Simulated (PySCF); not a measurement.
Species: C2H7B.
SMILES with atom numbers: `[BH2:1][CH2:2][CH3:3]` (hydrogens: H4, H5 on B1; H6, H7 on C2; H8, H9, H10 on C3)

Cartesian coordinates in Å at the PBE0-D3(BJ)/def2-SVP level; atoms count from 1:
```xyz
10
C2H7B angstrom
B      1.376    0.500    0.143
C      0.134   -0.414   -0.061
C     -1.167   -0.050    0.643
H      2.439    0.183   -0.344
H      1.317    1.544    0.758
H     -0.003   -0.444   -1.165
H      0.441   -1.456    0.159
H     -1.044   -0.062    1.737
H     -1.987   -0.742    0.396
H     -1.497    0.965    0.370
```

Jobs on this species (10 atoms, 24 electrons) with PySCF (density fitting). Hardware of each: an Arm Neoverse V2 with one thread, no GPU (shared host). Other jobs ran on the host; a repeat could differ by tens of per cent or more. Peak memory is the resident size of the whole Python process, interpreter and libraries included.

| level and settings | work | basis functions | SCF cycles | wall time | peak memory |
| --- | --- | --- | --- | --- | --- |
| PBE0-D3(BJ)/def2-SVP, grid level 1 | geometry optimisation from a GFN2-xTB start shaken at random | 77 | ? | ? | ? |
| delta-SCF UKS SCAN, pcX-1 on the ionised atom, pcseg-1 elsewhere, spin-free X2C | ΔSCF core ionisation, 3 holes | 87 | ? | ? | ? |
| delta-SCF UKS SCAN, pcX-2 on the ionised atom, pcseg-1 elsewhere, non-relativistic | ΔSCF core ionisation, 3 holes | 108 | 46 | 10 s | 0.41 GiB |
| delta-SCF UKS HF, pcX-2 on the ionised atom, pcseg-1 elsewhere, spin-free X2C | ΔSCF core ionisation, 3 holes | 108 | 39 | 3.2 s | 0.41 GiB |
| delta-SCF UKS B3LYP, pcX-2 on the ionised atom, pcseg-1 elsewhere, spin-free X2C | ΔSCF core ionisation, 3 holes | 108 | 42 | 8.6 s | 0.41 GiB |
| delta-SCF UKS PBE0, pcX-2 on the ionised atom, pcseg-1 elsewhere, spin-free X2C | ΔSCF core ionisation, 3 holes | 108 | 42 | 8.3 s | 0.41 GiB |
| delta-SCF UKS SCAN, def2-TZVP on the ionised atom, pcseg-1 elsewhere, spin-free X2C | ΔSCF core ionisation, 3 holes | 94 | 45 | 9.4 s | 0.41 GiB |
| delta-SCF UKS PBE, pcX-2 on the ionised atom, pcseg-1 elsewhere, spin-free X2C | ΔSCF core ionisation, 3 holes | 108 | 43 | 6.0 s | 0.41 GiB |
| delta-SCF UKS SCAN, pcX-2 on the ionised atom, pcseg-1 elsewhere, spin-free X2C | ΔSCF core ionisation, 3 holes | 108 | 46 | 10 s | 0.37 GiB |

Question: Fill in the missing figures.

Answer: 
- PBE0-D3(BJ)/def2-SVP, grid level 1; geometry optimisation from a GFN2-xTB start shaken at random: 12 s, 0.33 GiB, 51 SCF cycles
- delta-SCF UKS SCAN, pcX-1 on the ionised atom, pcseg-1 elsewhere, spin-free X2C; ΔSCF core ionisation, 3 holes: 8.0 s, 0.41 GiB, 46 SCF cycles

Question: What do all jobs in the table cost together?

Answer: About 76 s; the longest takes about 16 % of that, and about 3.8 times as long as the shortest.
